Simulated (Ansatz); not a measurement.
Al (model structure, started from the beta-Sn type, I4₁/amd, No. 141, 2 atoms in the cell): lattice parameter c by level of theory

No measured value is used here.

| level (code) | value (Å) |
|---|---|
| PBE (Ansatz) | 2.734 |
| PBEsol (Ansatz) | 2.716 |
| PBE-D3(BJ) (Ansatz) | 2.700 |
| r²SCAN (Ansatz) | 2.699 |

Ansatz's density-functional and Hartree–Fock values are scalar-relativistic unless marked +SOC, with PAW data made under PBE.

A model structure was made by putting elements into a prototype or built by hand; it is no filed structure, need not be a known phase, and can be a saddle point held by its symmetry.

Ansatz is an electronic-structure program.
